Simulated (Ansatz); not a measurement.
Geometry optimisation, RKS PBE-D4/def2-SVPD in Ansatz.

The input (input.yaml):

```yaml
crystal:
  periodic: [false, false, false]
  atoms:
    - { symbol: C, position_ang: [-0.6555, 0.327, -0.5947] }
    - { symbol: "N", position_ang: [-0.2868, 0.4919, 0.7671] }
    - { symbol: Si, position_ang: [0.5064, -0.8146, 0.061] }
    - { symbol: H, position_ang: [-1.6154, -0.0224, -0.7887] }
    - { symbol: H, position_ang: [-0.3348, 1.0926, -1.3327] }
    - { symbol: H, position_ang: [0.3731, 1.2786, 0.8986] }
    - { symbol: H, position_ang: [1.9899, -0.4149, 0.1288] }
    - { symbol: H, position_ang: [-0.7652, 0.08646, 1.59677] }
basis:
  gaussian: { orbitals: def2-SVPD }
hamiltonian:
  xc: pbe
  dispersion: d4
relax:
  f_tol: 0.02
  max_steps: 50
output:
  orbitals: {}
```

Launched with:

```bash
$ ansatz run input.yaml --threads 2 --pin off --max-ram 3072MiB --backend cpu --events-out ev --progress --plain --runs-dir out
```

Task: Where does it end, and by what steps?

Result: The forces met the threshold. After 8 steps the energy has fallen by 2.101 eV; H8 moved furthest, 0.40 Å. The start is strongly strained (largest force component 9 eV/Å).

```tsv
step	energy less start (eV)	largest force component (eV/Å)	accepted
0	0.0000	8.916	yes
1	-1.3994	4.274	yes
2	-1.9893	1.811	yes
3	-1.9939	0.555	yes
4	-2.0909	0.472	yes
5	-2.1001	0.098	yes
6	-2.1005	0.080	yes
7	-2.1011	0.077	yes
8	-2.1013	0.014	yes
```

```xyz
8
Properties=species:S:1:pos:R:3
C -0.545 0.238 -0.591
N -0.248 0.470 0.855
Si 0.658 -1.156 0.062
H -1.607 -0.011 -0.747
H -0.227 1.080 -1.224
H 0.309 1.299 1.069
H 1.902 -0.270 -0.194
H -1.029 0.374 1.507
```

Run time: 21 s on 2 threads of Intel(R) Xeon(R) Platinum 8259CL CPU @ 2.50GHz (Skylake/Cascade Lake) (shared host), peak memory 0.21 GiB.
